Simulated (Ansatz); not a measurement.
Molecule: AlCl₂, net charge 0, doublet state. It need not be the lowest isomer of its formula. 
Geometry from a B3LYP-D3(BJ)/def2-TZVP (Ansatz, an electronic-structure program) optimisation:
```xyz
3

Al    -0.0038     0.7767     0.0269
Cl     1.8221    -0.2876    -0.0212
Cl    -1.8191    -0.3063     0.0006
```
Charge 0, spin multiplicity 2.

Parts of the frozen-core correlation energy in cc-pV(D+d)Z (Ansatz, hartree). Frozen orbitals: 15; correlated occupied orbitals by spin: 9 and 8; virtual: 45 and 46. UHF or UKS for open shells. Spin-orbit coupling is left out. No relativistic terms.

```json
[
 {"term": "reference (HF)", "value": "-1161.05177"},
 {"term": "MP2 opposite-spin", "value": "?"},
 {"term": "MP2 same-spin", "value": "-0.08593"},
 {"term": "CCSD correlation", "value": "?"},
 {"term": "(T)", "value": "?"},
 {"term": "T1 diagnostic", "value": "0.013"},
 {"term": "largest doubles amplitude", "value": "0.024"},
 {"term": "<S^2> of the reference", "value": "0.753"}
]
```

Fill in the missing entries.


- MP2 opposite-spin, value: -0.22618
- CCSD correlation, value: -0.34134
- (T), value: -0.00836
